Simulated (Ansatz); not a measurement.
# Zinc-blende CdSe: bulk modulus by level of theory

No measured value is used here.

| level (code) | value (GPa) | cell (Å³/atom) |
|---|---|---|
| PBE (Ansatz) | 44.8 | 29.73 |
| r²SCAN-D4 (Ansatz) | 53.3 | 28.51 |
| B3LYP (VWN-RPA form) (Ansatz) | 44.9 | 30.34 |
| Hartree–Fock (Ansatz) | 47.3 | 31.26 |

Hartree–Fock: the cell is over a tenth larger than the published one: the level's own overestimate first of all, though another phase or state, or a fault of the published cell, is possible. Each level is taken at its own relaxed cell. Cutoffs and k meshes differ between the levels. Ansatz's density-functional and Hartree–Fock values are scalar-relativistic unless marked +SOC, with PAW data made under PBE.

Ansatz is a program for electronic structure.
